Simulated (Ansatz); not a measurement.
# BPH (doublet): wave-function methods side by side, def2-TZVPP

One table from this session's results is given with a row withheld; the runs are named, their logs left out.

The runs use Ansatz 0.2.0, Gaussian basis; def2-TZVPP, core rule «outside noble gas», up to 6 orbitals frozen.

To be run: UHF; ROHF; CCSD(T) on UHF.

2 further runs of the same task are left out: 2 set aside as unsound or not needed.

**What is computed**

The geometry is a PBE0/def2-TZVP stationary point (not a proven minimum).

3 atoms, charge 0, spin multiplicity 2.

Atoms are counted from 1 here; the program's logs count them from 0.

Bond lengths: B1–P2 1.702 Å, P2–H3 1.528 Å. Angles: B1–P2–H3 53.1°.

The first run:

Input file in.yaml:

```yaml
crystal:
  periodic: [false, false, false]
  atoms:
    - {symbol: B, position_ang: [0.000000, -0.102293, 1.246822]}
    - {symbol: P, position_ang: [0.000000, -0.002182, -0.452581]}
    - {symbol: H, position_ang: [0.000000, 1.164234, 0.534513]}
basis:
  gaussian: {orbitals: def2-TZVPP}
magnetization: {spin_polarized: true, initial_magnetization: 1}
hamiltonian: {xc: hf}
output: {orbitals: {seedname: orbitals}}
```

Launch:

```console
$ ansatz run in.yaml --threads 1 --pin off --events-out ev --progress --plain --max-ram 4096MiB --backend cpu
```

Among the steps run: UHF; ROHF; CCSD(T) on UHF.

One table of the session follows, with a row left open; its other results are not shown here.

It belongs to the step «Misses and costs». 

```
  method  from UCCSD(T) (meV)
    ROHF              +7143.4
     UHF              +6988.8
    UMP2                    ?
   UCCSD               +416.5
UCCSD(T)                    0
```

**Question.** Estimate the row for UMP2.

As computed: from UCCSD(T) (meV): +1208.8. In the column «from UCCSD(T) (meV)» it lies between UCCSD (+416.5) and UHF (+6988.8).

With the free atoms at the same levels and basis (separate runs), the atomisation energy is 6.636 eV at UCCSD(T), 4.248 eV at ROHF.
